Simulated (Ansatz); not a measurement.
**Si₂H₃O+ (SMILES O=[SiH][SiH2+]): one structure at several levels**

The atoms stand at a structure displaced at random from a GFN2-xTB minimum. How far do the functionals agree with CCSD(T) there?

Computed with Ansatz 0.2.0, Gaussian basis. Level: single points in def2-TZVPP.

Cores are frozen in the correlated methods.

### 1 The starting structure

SMILES `O=[SiH][SiH2+]`, 6 atoms, charge 1, spin multiplicity 1.

Atoms are counted from 1 here; the program's logs count them from 0.

Bond lengths: O1–Si2 1.443 Å, Si2–Si3 2.322 Å, Si2–H4 1.447 Å, Si3–H5 1.450 Å, Si3–H6 1.445 Å. Angles: O1–Si2–Si3 122.0°, O1–Si2–H4 131.9°, Si3–Si2–H4 106.0°, Si2–Si3–H5 125.9°, Si2–Si3–H6 127.5°, H5–Si3–H6 106.5°.

As a file:

```xyz
6

O    -0.7595   -1.8550    1.2849
Si   -0.3043   -1.2311    0.0654
Si    0.2452    1.0231   -0.0318
H    -0.1567   -1.7364   -1.2826
H     0.6981    1.7371   -1.2097
H     0.2957    1.9648    1.0627
```

### 2 CCSD(T)/def2-TZVPP

Input file run/in.yaml:

```yaml
crystal:
  periodic: [false, false, false]
  atoms:
    - {symbol: O, position_ang: [-0.759500, -1.855000, 1.284900]}
    - {symbol: Si, position_ang: [-0.304300, -1.231100, 0.065400]}
    - {symbol: Si, position_ang: [0.245200, 1.023100, -0.031800]}
    - {symbol: H, position_ang: [-0.156700, -1.736400, -1.282600]}
    - {symbol: H, position_ang: [0.698100, 1.737100, -1.209700]}
    - {symbol: H, position_ang: [0.295700, 1.964800, 1.062700]}
basis:
  gaussian: {orbitals: def2-TZVPP}
total_charge: 1
correlation: {method: ccsd_t}
output: {forces: true}
```

The command line of these runs was not kept.

### 3 PBE0-D4/def2-TZVPP

run/in.yaml: that of step 2 with these lines changed.

```diff
@@ -12,3 +12,3 @@
 total_charge: 1
-correlation: {method: ccsd_t}
-output: {forces: true}
+hamiltonian: {xc: pbe0, dispersion: d4}
+output: {forces: true, orbitals: {seedname: orbitals}}
```

### 4 wB97M-V/def2-TZVPP

run/in.yaml: that of step 3 with these lines changed.

```diff
@@ -12,3 +12,3 @@
 total_charge: 1
-hamiltonian: {xc: pbe0, dispersion: d4}
-output: {forces: true, orbitals: {seedname: orbitals}}
+hamiltonian: {xc: {name: wB97M-V}}
+output: {forces: true}
```

### 5 r2SCAN-D4/def2-TZVPP

run/in.yaml: that of step 4 with these lines changed.

```diff
@@ -12,3 +12,3 @@
 total_charge: 1
-hamiltonian: {xc: {name: wB97M-V}}
+hamiltonian: {xc: r2scan, dispersion: d4}
 output: {forces: true}
```

### 6 PBE-D4/def2-TZVPP

run/in.yaml: that of step 5 with these lines changed.

```diff
@@ -12,3 +12,3 @@
 total_charge: 1
-hamiltonian: {xc: r2scan, dispersion: d4}
+hamiltonian: {xc: pbe, dispersion: d4}
 output: {forces: true}
```

### 7 r2SCAN0-D4/def2-TZVPP

run/in.yaml: that of step 6 with these lines changed.

```diff
@@ -12,3 +12,3 @@
 total_charge: 1
-hamiltonian: {xc: pbe, dispersion: d4}
+hamiltonian: {xc: {name: r2SCAN0}, dispersion: d4}
 output: {forces: true}
```

### 8 revPBE-D4/def2-TZVPP

run/in.yaml: that of step 7 with these lines changed.

```diff
@@ -12,3 +12,3 @@
 total_charge: 1
-hamiltonian: {xc: {name: r2SCAN0}, dispersion: d4}
+hamiltonian: {xc: {name: revPBE}, dispersion: d4}
 output: {forces: true}
```

(Steps that only read results are left out.)

**Question.** What will these runs give? Wanted: energy less free atoms, CCSD(T)/def2-TZVPP; RMS force component; RMS force error; HOMO and LUMO, PBE0-D4; T1 diagnostic.

The runs gave:

```
                                  quantity                                                                                                value
energy less free atoms, CCSD(T)/def2-TZVPP                                                                                            -9.088 eV
                       RMS force component                                                                 1.415 to 2.023 eV/Å over the methods
                           RMS force error  PBE0-D4 0.279, wB97M-V 0.310, r2SCAN-D4 0.121, PBE-D4 0.241, r2SCAN0-D4 0.407, revPBE-D4 0.283 eV/Å
                    HOMO and LUMO, PBE0-D4                                                                                 -13.92 and -10.58 eV
                             T1 diagnostic                                                                                                0.024
```

Against CCSD(T) the functionals' energies less atoms differ by -0.704 to -0.013 eV, PBE-D4 by -0.704 eV. CCSD(T) in triple zeta still lacks some correlation energy of the bonds, so part of these gaps is its own basis error and they don't rank the functionals. The forces of r2SCAN-D4 come nearest to CCSD(T), those of r2SCAN0-D4 are farthest. Frozen-core CCSD(T) forces in triple zeta carry basis errors of their own, and this is one geometry, so small gaps rank nothing.
